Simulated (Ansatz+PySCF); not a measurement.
# singlet CF2: levels of theory in one basis

```yaml
atoms:
  - { symbol: C, position_ang: [0.0000, 0.0000, -0.6384] }
  - { symbol: F, position_ang: [0.0000, 1.1057, 0.2128] }
  - { symbol: F, position_ang: [0.0000, -1.1057, 0.2128] }
```

Basis set: def2-SVP (spherical functions). Correlated methods keep 3 orbitals frozen. Charge 0, multiplicity 1.

Computed with Ansatz (development build ahead of 0.2.0); each method stands on the lowest determinant of its kind that the runs found. NEVPT2 correlates all electrons. Active spaces start from the frontier orbitals, and the lowest solution found is given.

```csv
method,E − E(RHF) (eV),<S²> of the determinant
RHF,0.00,0.00
UHF,-0.06,0.27
RHF-MP2,-13.29,–
UHF-MP2,-13.08,0.27
RHF-CCSD,-13.68,–
UHF-CCSD,-13.67,0.27
RHF-CCSD(T),-14.05,–
UHF-CCSD(T),-14.03,0.27
"SC-NEVPT2(2,2)",-13.33,–
```

(1) What does CASSCF(2,2) give on the same scale?

(2) Is a single determinant a sound starting point here?

Results:

(1) -0.60 eV.

(2) Only with care. Unrestricted orbitals gain 0.06 eV and <S²> is 0.27 against 0.00 for a pure state, so spin symmetry breaks but gains little energy; restricted orbitals can still serve. The CASSCF(2,2) natural occupations are 1.93, 0.07.

Caution for UHF, UHF-MP2, UHF-CCSD, UHF-CCSD(T): the unrestricted determinant is spin contaminated; the determinant breaks the point group. Caution for UHF-MP2: another reference gives a lower total.
